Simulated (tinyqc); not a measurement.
Worked calculation: CCSD on RHF in the sto-3g basis, frozen core, for H2O, spin multiplicity 1. One step of it, computed by the program tinyqc.

Problem. CCSD: starting amplitudes. t_ij^ab = <ij||ab> / (e_i + e_j - e_a - e_b), whose energy is MP2.

orbital energies (hartree): [-20.250281, -1.186893, -0.543548, -0.404229, -0.377817, 0.420642, 0.584197]

Two-electron integrals over orbitals (pq|rs), unique and non-zero (hartree); the lowest 1 orbital is frozen and left out:
```
(22|22) 0.722790    (32|32) 0.128101    (33|22) 0.602705    (33|33) 0.580101
(42|22) -0.028543   (42|33) 0.003777    (42|42) 0.130956    (43|32) 0.030806
(43|43) 0.055172    (44|22) 0.666916    (44|33) 0.558347    (44|42) -0.095709
(44|44) 0.707829    (52|52) 0.151843    (53|53) 0.025330    (54|52) -0.040853
(54|54) 0.046950    (55|22) 0.756485    (55|33) 0.590218    (55|42) -0.076771
(55|44) 0.694494    (55|55) 0.880159    (62|22) -0.126896   (62|33) -0.058553
(62|42) -0.034560   (62|44) -0.066575   (62|55) -0.139170   (62|62) 0.091470
(63|32) 0.044260    (63|43) 0.042105    (63|63) 0.084270    (64|22) -0.130600
(64|33) -0.045553   (64|42) 0.038853    (64|44) -0.132033   (64|55) -0.149334
(64|62) 0.063504    (64|64) 0.094879    (65|52) -0.051592   (65|54) -0.006229
(65|65) 0.033280    (66|22) 0.575572    (66|33) 0.536336    (66|42) 0.049028
(66|44) 0.532558    (66|55) 0.562039    (66|62) -0.082906   (66|64) -0.049706
(66|66) 0.564558    (72|32) 0.058321    (72|43) -0.025923   (72|63) -0.027524
(72|72) 0.070789    (73|22) 0.173141    (73|33) 0.087848    (73|42) -0.070281
(73|44) 0.149548    (73|55) 0.206582    (73|62) -0.069003   (73|64) -0.099015
(73|66) 0.042743    (73|73) 0.157575    (74|32) -0.067917   (74|43) -0.013366
(74|63) -0.057678   (74|72) -0.018069   (74|74) 0.067461    (75|53) 0.024035
(75|75) 0.026126    (76|32) -0.087553   (76|43) -0.064288   (76|63) -0.075201
(76|72) -0.000247   (76|74) 0.058890    (76|76) 0.116341    (77|22) 0.610865
(77|33) 0.575760    (77|42) -0.022812   (77|44) 0.581886    (77|55) 0.614048
(77|62) -0.061386   (77|64) -0.055493   (77|66) 0.540522    (77|73) 0.106124
(77|77) 0.598238
```

Give: Starting amplitudes; correlation energy.

Solution.

Starting amplitudes (spin orbitals 1a, 1b, ...; amplitudes related by a flip of all spins are not repeated):
```
from      to        t
3a 3b  7a 7b  -0.0699
4a 4b  6a 6b  -0.0575
3a 4b  6b 7a  -0.0507
3a 3b  6a 6b  -0.0437
4a 4b  7a 7b  -0.0341
3a 4b  6a 7b   0.0295
2a 2b  6a 6b  -0.0285
2a 4b  6a 6b  -0.0261
2a 3b  6a 7b   0.0252
3a 4a  6a 7a  -0.0212
5a 5b  6a 6b  -0.0208
2a 2b  7a 7b  -0.0200
2a 3a  6a 7a   0.0152
5a 5b  7a 7b  -0.0136
2a 3b  6b 7a  -0.0101
2a 4b  7a 7b   0.0065
```

correlation energy = -0.051561 hartree
